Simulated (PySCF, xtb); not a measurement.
# HNOSi: which of two structures lies lower

Structure X is `N=[Si]=O`, a singlet and structure Y is a singlet given by its coordinates. Both are isolated molecules in the gas phase, relaxed with B3LYP/6-31G*.

X (Å):

```xyz
4

N    -1.4068    0.2702   -3.8604
O    -1.2632   -1.6289   -1.4474
Si   -1.2637   -0.5492   -2.5232
H    -1.1982    1.2388   -4.0607
```

Y (Å):

```yaml
atoms:
  - { symbol: N, position_ang: [-0.1708, 0.5554, 0.4741] }
  - { symbol: O, position_ang: [0.9525, 0.4505, -0.6176] }
  - { symbol: Si, position_ang: [-0.5185, 0.9087, -1.2437] }
  - { symbol: H, position_ang: [-0.3371, -0.4276, 0.7220] }
```

Close contacts (Å): N1–O2 1.57, N1–Si3 1.79, O2–Si3 1.66, N1–H4 1.03.

Quicker runs give these differences E(Y) − E(X): GFN2-xTB +3.417 eV; HF/STO-3G −2.673 eV (at GFN2-xTB geometries); r2SCAN-D4/def2-SVP +1.386 eV (at GFN2-xTB geometries).

Task: Estimate which is lower in electronic energy at CCSD(T)/def2-TZVPP, and by roughly how much.

Result: The CCSD(T)/def2-TZVPP calculation puts structure X lower, by 1.360 eV.

The same difference at several levels:

```csv
level,geometry,E(Y) − E(X) (eV),departure from the last row (eV),"job, with rough time for the two"
GFN2-xTB,GFN2-xTB,+3.417,+2.057,"optimisation, 0.084 s"
HF/STO-3G,GFN2-xTB,−2.673,−4.033,"single point, 1.1 s"
r2SCAN-D4/def2-SVP,GFN2-xTB,+1.386,+0.027,"single point, 4.3 s"
B3LYP/6-31G*,B3LYP/6-31G*,+1.033,−0.326,"optimisation, 21 s"
HF/def2-TZVPP,B3LYP/6-31G*,+1.320,−0.040,part of the CCSD(T) run
MP2/def2-TZVPP,B3LYP/6-31G*,+1.700,+0.340,part of the CCSD(T) run
CCSD(T)/def2-TZVPP,B3LYP/6-31G*,+1.360,,"single point, 33 s"
```

HF/STO-3G puts the two in the other order. The largest departure from CCSD(T)/def2-TZVPP is that of HF/STO-3G, 4.033 eV.

With thermal terms from frequencies at re-optimised GFN2-xTB minima (ideal gas, soft modes damped towards free rotors, one conformer each, 1000 K, 1 atm): the zero-point term adds +0.009 eV; ΔH is +1.355 and ΔG +1.351 eV.

The T1 diagnostic of structures X and Y is large, so the coupled-cluster value is less sure. The correlated steps freeze 7 core orbitals. Programs: PySCF 2.14.0, xtb 6.7.1 (Pople sets with spherical d functions); the last row on 2 threads of Intel(R) Xeon(R) 6975P-C (Granite Rapids) on a shared host.
